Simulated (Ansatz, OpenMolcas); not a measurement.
## How methods differ on PH3 (SMILES P)

The species is PH3 (4 atoms), meant as a singlet with charge 0. As SMILES, `P`. The coordinates come from a PBE0-D4/def2-TZVP relaxation.

Quantity: the vertical energy of the triplet above the singlet, in eV. The values are calculated.

| level | kind | program | value (eV) | CPU time (all runs) |
| --- | --- | --- | --- | --- |
| BLYP/aug-cc-pVTZ | GGA | OpenMolcas | 5.85 | 2.6 min |
| revPBE/aug-cc-pVTZ | GGA | OpenMolcas | 5.72 | 2.3 min |
| M06-L/aug-cc-pVTZ | meta-GGA | OpenMolcas | 6.02 | 3.5 min |
| BHLYP/aug-cc-pVTZ | global hybrid | Ansatz | 5.92 | 57 s |
| HSE06/aug-cc-pVTZ | range-separated hybrid | Ansatz | 5.79 | 45 s |
| PBE-QIDH/aug-cc-pVTZ | double hybrid | Ansatz | 5.92 | 78 s |
| RPA@PBE0/aug-cc-pVTZ | RPA | Ansatz | 5.92 | 42 s |
| MP2/aug-cc-pVTZ | perturbation theory | Ansatz | 6.04 | 14 s |
| BCCD(T)/aug-cc-pVTZ | coupled cluster or CI | Ansatz | 6.04 | 1.7 min |
| FCI/STO-3G, open shells restricted | exact in the basis | OpenMolcas | 9.84 | 3.9 s |

The values span 5.72 to 9.84 eV. Sets with diffuse functions come out lower, a sign that the upper state is spread out (Rydberg-like). A triplet this far above the singlet is often a Rydberg-like or dissociative state; sets without diffuse functions put Rydberg states too high. High-level rows in very small sets aren't better than simpler rows in larger ones. CPU times are rough (shared hosts, several kinds of processor): they show what a rung costs within a factor of a few.
